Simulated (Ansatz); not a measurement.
# Energy profile

The step: C₂H₆S (CCS) → C₂H₄ (C=C) + H₂S; bonds formed: S1–H8; bonds broken: S1–C2, C5–H8 (atoms numbered as in the saddle structure below).

```json
{"atom": "S1", "x (Å)": "-1.4737", "y (Å)": "-0.4064", "z (Å)": "-0.8920"}
{"atom": "C2", "x (Å)": "0.6652", "y (Å)": "-0.6409", "z (Å)": "0.5055"}
{"atom": "H3", "x (Å)": "1.1840", "y (Å)": "-1.2961", "z (Å)": "-0.1821"}
{"atom": "H4", "x (Å)": "0.1962", "y (Å)": "-1.1054", "z (Å)": "1.3632"}
{"atom": "C5", "x (Å)": "0.6628", "y (Å)": "0.7406", "z (Å)": "0.3333"}
{"atom": "H6", "x (Å)": "1.3938", "y (Å)": "1.1643", "z (Å)": "-0.3509"}
{"atom": "H7", "x (Å)": "0.4065", "y (Å)": "1.3556", "z (Å)": "1.1924"}
{"atom": "H8", "x (Å)": "-0.4216", "y (Å)": "0.8360", "z (Å)": "-0.3735"}
{"atom": "H9", "x (Å)": "-2.6132", "y (Å)": "-0.6477", "z (Å)": "-1.5961"}
```

Electronic energies by CCSD(T) at an estimated basis limit (MP2 extrapolated from triple and quadruple zeta, plus CCSD(T) − MP2 in triple zeta), on PBE0-D4/def2-TZVP structures; C2H6S, singlet; no counterpoise correction. Ansatz 0.2.0; basis: def2-TZVPP and def2-QZVPP; cores frozen in the correlated methods. Extrapolation: Hartree–Fock as exp(−7.88 √X), correlation as X^−2.97.

Q: Give the profile in eV, counted from the start structure. (Judge from chemistry; the value comes from the calculation.)

A: By the calculation:
```csv
point,eV
start structure,0.000
saddle,3.073
end structure,0.920
"separated: H2S (S1, H8, H9; singlet) + C2H4 (linked as [CH2][CH2]; C2, H3, H4, C5, H6, H7; singlet)",0.987
```

T1 diagnostic: at most 0.027. The T1 diagnostic is large here, which may signal multireference character or strong orbital relaxation, so CCSD(T) is less sure. The restricted Hartree–Fock reference is unstable towards an unrestricted one at one or more of these structures.

For scale, one of the runs: CCSD(T)/def2-TZVPP, 188 basis functions, launched by `ansatz run in.yaml --threads 2 --pin off --events-out ev --progress --plain --max-ram 4352MiB`. Time: 27 s of wall clock on 2 CPU threads; the host was shared. Peak host memory: 2 GiB.
